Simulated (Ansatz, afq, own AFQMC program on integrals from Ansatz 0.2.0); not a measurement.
# Where AFQMC and coupled cluster stand for Cl⁺, triplet

A free Cl cation.

Basis 6-31G. Only valence electrons are correlated. Integrals, coupled cluster, full CI and functionals: Ansatz 0.2.0; the random walks run on the same integrals in our own AFQMC program. ph-AFQMC/CISD is guided by a CISD state made of CCSD amplitudes; releasing the constraint for a short imaginary time cuts its bias at the price of noise, slowly where states lie close. Free AFQMC starts from the CCSD state and is never constrained. Its projection time is finite, and what remains of the start isn't in its error. ± is one standard error of the sampling.

Determinant: ROHF, the one that the program's search chose, which needn't be the lowest solution.

Full CI on the same integrals is exact in this basis and with this determinant's frozen core.

* T1 diagnostic: 0.0075
* weight of the determinant in the CISD state: 0.991
* size of the correlated space: 6 electrons in 8 orbitals

Reference: full CI, correlation energy -0.464 eV. The released energy is read at 2.40 1/Eh (meV from the phaseless value at times in 1/Eh: 0.2 ± 0.4 at 0.24, 0.2 ± 0.4 at 0.51, 0.3 ± 0.3 at 0.99, 0.8 ± 0.3 at 1.62, 0.5 ± 0.3 at 2.40).

| level | E − E(reference) (mEh) | share of correlation (%) |
| --- | --- | --- |
| HF | 17.05 | 0.00 |
| MP2 | 3.85 | 77.43 |
| CCSD | 0.19 | 98.91 |
| CCSD(T) | 0.02 | 99.86 |
| CCSDT | -0.01 | 100.09 |
| CCSDT(Q) | 0.00 | 100.02 |
| CCSDTQ | 0.00 | 100.00 |
| ph-AFQMC/HF | -0.03 ± 0.16 | 100.20 |
| ph-AFQMC/CISD | -0.01 ± 0.009 | 100.06 |
| released AFQMC | 0.01 ± 0.01 | 99.95 |
| free AFQMC | 0.01 ± 0.01 | 99.94 |

CCSDT and higher add their correlation energy to the determinant of the CCSD(T) run, since their own runs factorise the integrals more tightly (a shift of under 2 meV). Free projections are given only where their last times agree within the noise and don't stop above the reference; a slow remainder of the start can still hide under it. A walk keeps the symmetry of its determinant, which the program's search chose and which needn't be the lowest solution, so a lower state of the same spin and another symmetry isn't excluded. Released energies are given only where the last usable release times agree within the noise; a slower fall can still hide under it.
